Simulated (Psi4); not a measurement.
**UHF/STO-3G run of BF2 (SMILES F[B]F)**

Aim: the vertical ionisation energy of BF2 at UHF/STO-3G, from 2 runs. 

The calculation is run with Psi4 1.11.

## (1) The structure to begin with

The species is BF2 (3 atoms), meant as a doublet with charge 0. As SMILES, `F[B]F`. Geometry: relaxed at PBE0-D4/def2-TZVP.

Bond lengths: F1–B2 1.306 Å, B2–F3 1.306 Å. Angles: F1–B2–F3 121.1°.

## (2) A single-point energy at UHF/STO-3G

Contents of calc.in:

```
memory 1.6 GB

molecule molecule1 {
  0 2
  F
  B 1 R2
  F 2 R3 1 A3

  R2 = 1.306127
  R3 = 1.306177
  A3 = 121.13842
  symmetry c1
}

set {
  reference     uhf
  puream        true
  e_convergence 1e-09
  d_convergence 1e-08
  scf_type      pk
  maxiter       200
}

energy('hf/STO-3G')
```

On the command line:

```
$ psi4 -i calc.in -o calc.out -n 1
```

calc.out (excerpt; [...] marks lines left out):

```text
[...]
  Running in c1 symmetry.
[...]
  Nuclear repulsion =   55.302287879686446
[...]
  Multiplicity = 2
[...]
  Nalpha       = 12
  Nbeta        = 11
[...]
    Number of basis functions: 15
[...]
   @UHF iter   1:  -220.41770855760006   -1.27168e+00   1.84098e-02 ADIIS/DIIS
[...]
   @UHF iter  11:  -220.47843922728009   -2.84217e-14   6.95494e-09 DIIS
[...]
   @S^2 Observed:                7.535758215E-01
[...]
    Orbital Energies [Eh]
    ---------------------
    Alpha Occupied:
       1A    -25.959839     2A    -25.959743     3A     -7.456794
       4A     -1.538318     5A     -1.505079     6A     -0.667593
       7A     -0.602022     8A     -0.593966     9A     -0.561864
      10A     -0.480328    11A     -0.464035    12A     -0.276628
    Alpha Virtual:
      13A      0.310844    14A      0.721256    15A      0.780043
    Beta Occupied:
       1A    -25.957038     2A    -25.956945     3A     -7.424129
[...]
  @UHF Final Energy:  -220.47843922728009
   => Energetics <=
    Nuclear Repulsion Energy =             55.3022878796864461
    One-Electron Energy =                -419.9123992827826441
    Two-Electron Energy =                 144.1316721758161066
    Total Energy =                       -220.4784392272800915
  UHF NO Occupations:
  HONO-2 :   10  A 1.9996529
  HONO-1 :   11  A 1.9988858
[...]
 Multipole Moments:
 ------------------------------------------------------------------------------------
     Multipole            Electronic (a.u.)      Nuclear  (a.u.)        Total (a.u.)
 ------------------------------------------------------------------------------------
 L = 1.  Multiply by 2.5417464519 to convert [e a0] to [Debye]
 Dipole X            :         -0.3340849            0.1763971           -0.1576879
 Dipole Y            :         -0.1883980            0.0995117           -0.0888864
 Dipole Z            :          0.0000000            0.0000000            0.0000000
 Magnitude           :                                                    0.1810145
[...]
```

It took 1.9 s on 1 thread of Intel Xeon Platinum 8375C at 2.90GHz (Ice Lake), shared host; peak memory 0.18 GiB.

## (3) The singlet cation: energy and forces at HF/STO-3G

Contents of bf2.dat:

```
memory 1600 MB

molecule mol {
  1 1
  F
  B 1 R2
  F 2 R3 1 A3

  R2 = 1.306127
  R3 = 1.306177
  A3 = 121.13842
  units angstrom
  symmetry c1
}

set globals {
  basis STO-3G
  puream true
  e_convergence 1e-09
  d_convergence 1e-08
  scf_type pk
}

E, wfn = gradient("hf", return_wfn=True)
oeprop(wfn, "MULLIKEN_CHARGES", "WIBERG_LOWDIN_INDICES", "MAYER_INDICES")
```

On the command line:

```
$ psi4 -n 1 bf2.dat bf2.out
```

bf2.out:

```text
[...]
  Running in c1 symmetry.
[...]
  Nuclear repulsion =   55.302287879686446
[...]
  Multiplicity = 1
[...]
  Nalpha       = 11
  Nbeta        = 11
[...]
    Number of basis functions: 15
[...]
   @RHF iter   1:  -220.05936520237722   -9.13333e-01   2.84429e-02 ADIIS/DIIS
[...]
   @RHF iter  11:  -220.21381622896999   -2.55795e-13   6.31958e-09 DIIS
[...]
    Orbital Energies [Eh]
    ---------------------
    Doubly Occupied:
       1A    -26.466166     2A    -26.466083     3A     -8.024912
       4A     -1.945754     5A     -1.914202     6A     -1.055995
       7A     -0.978282     8A     -0.969425     9A     -0.941731
      10A     -0.876610    11A     -0.875714
[...]
  @RHF Final Energy:  -220.21381622896999
   => Energetics <=
    Nuclear Repulsion Energy =             55.3022878796864461
    One-Electron Energy =                -410.0024618901726399
    Two-Electron Energy =                 134.4863577815162046
    Total Energy =                       -220.2138162289699892
[...]
 Multipole Moments:
 ------------------------------------------------------------------------------------
     Multipole            Electronic (a.u.)      Nuclear  (a.u.)        Total (a.u.)
 ------------------------------------------------------------------------------------
 L = 1.  Multiply by 2.5417464519 to convert [e a0] to [Debye]
 Dipole X            :         -1.2763863            0.1763971           -1.0999893
 Dipole Y            :         -0.7200298            0.0995117           -0.6205181
 Dipole Z            :          0.0000000            0.0000000            0.0000000
 Magnitude           :                                                    1.2629407
[...]
  -Total Gradient:
     Atom            X                  Y                   Z
    ------   -----------------  -----------------  -----------------
       1        0.049455435378     0.058537047328     0.000000000000
       2       -0.125167859003    -0.070573314853    -0.000000000000
       3        0.075712423624     0.012036267525     0.000000000000
[...]
  Mulliken Charges: (a.u.)
   Center  Symbol    Alpha    Beta     Spin     Total
       1     F     4.49650  4.49650  0.00000  0.00700
       2     B     2.00701  2.00701  0.00000  0.98599
       3     F     4.49650  4.49650  0.00000  0.00701
   Total alpha = 11.00000, Total beta = 11.00000, Total charge =  1.00000
  Mayer Bond Indices:
[...]
```

It took 1.9 s on 1 thread of Intel Xeon Platinum 8375C at 2.90GHz (Ice Lake), shared host; peak memory 0.18 GiB.

## (4) What came out

At UHF/STO-3G:

| quantity | value |
| --- | --- |
| doublet BF2: total energy | -220.47844 Eh |
| doublet BF2: dipole moment | 0.46 D |
| doublet BF2: HOMO energy (highest over α and β) | -7.53 eV |
| doublet BF2: LUMO energy (lowest over α and β) | 8.09 eV |
| doublet BF2: ⟨S²⟩ | 0.754 |
| singlet cation: total energy | -220.21382 Eh |
| singlet cation: HOMO energy | -23.83 eV |
| singlet cation: LUMO energy | -6.71 eV |
| singlet cation: HOMO–LUMO gap | 17.12 eV |
| singlet cation: largest force on an atom | 7.389 eV/Å |
| vertical ionisation energy (to the singlet cation) | 7.201 eV |

**Reading.** The vertical ionisation energy comes to 7.20 eV (695 kJ/mol). Only the singlet of the ionised species was computed; a triplet could lie lower. In a minimal basis such a difference can be off by several eV, whatever the method. Mulliken charges (singlet cation) run from +0.01 on F1 to +0.99 on B2; they depend strongly on the basis.
